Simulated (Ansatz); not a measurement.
Predict the output of the script below (Ansatz 0.2.0, Python API).

The script, `bho2.py`:
```python
"""Static correlation in BHO2: natural occupations of an active space."""

import ansatz as az
from ase import Atoms


def main() -> None:
    atoms = Atoms(["O", "B", "O", "H"], positions=[
        [-1.54764, 0.51942, 0.44677],
        [-0.43362, 0.13634, 0.23734],
        [0.79, -0.29075, 0.08821],
        [1.19126, -0.36501, -0.77232],
    ])
    bho2 = az.Crystal.molecule_from_ase(atoms)

    calc = (
        bho2.calculation()
        .basis(gaussian="cc-pVDZ")
        .correlation(active_electrons=4, active_orbitals=4)
    )
    for method in ["sc_nevpt2"]:
        report = (calc if method is None else calc.correlation(method)).run(threads=1, pin="off").report
        space = report["configurations"]
        state = space["states"][0]
        print(method or "casscf", f"total {report['free_energy_ev'] / 27.211386246:.6f} Ha, active-space state {state['energy']['hartree']:.6f} Ha, mean field {report['reference_energy_ev'] / 27.211386246:.6f} Ha")
        print("  determinants", state["n_determinants"], " natural occupations", [round(n, 3) for n in space["natural_occupations"]])


if __name__ == "__main__":
    main()
```

```console
$ python bho2.py
sc_nevpt2 total -175.523089 Ha, active-space state -175.155783 Ha, mean field -175.093603 Ha
  determinants 36  natural occupations [1.967, 1.964, 0.036, 0.033]
```

Notes:
- Total energies depend on the basis set; only differences at equal settings carry meaning.
- The geometry is a force-field or estimated start, not a minimum of this method, and the basis set is short of its limit. The active space starts as a window about the frontier orbitals and is then optimised, not chosen by chemistry.
- Finished in 2.1 s on 1 thread of Arm Neoverse N1, on a shared host, peak memory 0.16 GiB.
